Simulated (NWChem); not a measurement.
# Basis-set dependence for C2H3

```xyz
5

C      0.2486     0.6847     0.0000
C     -0.1175    -0.5818     0.0000
H     -0.2181     1.6789     0.0000
H     -1.1865    -0.8878     0.0000
H      0.6179    -1.4084     0.0000
```
Charge 0, spin multiplicity 2.

Everything below was run with NWChem. The geometry was optimised at UPBE/def2-SVP, a minimum by its harmonic frequencies.

Hartree-Fock energies in Ha, correlation energies in mHa.

The correlated methods keep 2 core orbitals frozen. The Pople sets run with spherical d functions. The structure started from a generated list of species. The unpaired electrons of the parent sit in orbitals of symmetry a' (Cs labels of the run); other states weren't searched. The stability of the SCF solutions was not checked. Open-shell Hartree-Fock references start from PBE0 orbitals. No row is a measurement; the coupled-cluster row has its own basis-set and correlation limits.

```json
[
 {"basis": "cc-pVDZ", "functions": "43", "UHF": "-77.39730", "CCSD on ROHF": "-277.6", "CCSD[T] on ROHF": "-287.6", "CCSD(T) on ROHF": "-287.2"},
 {"basis": "6-311G**", "functions": "54", "UHF": "-77.40965", "CCSD on ROHF": "-289.9", "CCSD[T] on ROHF": "-301.7", "CCSD(T) on ROHF": "-301.2"},
 {"basis": "cc-pVTZ", "functions": "102", "UHF": "-77.41827", "CCSD on ROHF": "-328.0", "CCSD[T] on ROHF": "-343.1", "CCSD(T) on ROHF": "-342.6"}
]
```

From 6-311G** to cc-pVTZ the Hartree-Fock energy moves by -8.6 mHa and the CCSD on ROHF correlation energy by -38.1 mHa, which is 12 % of its value in the larger set.
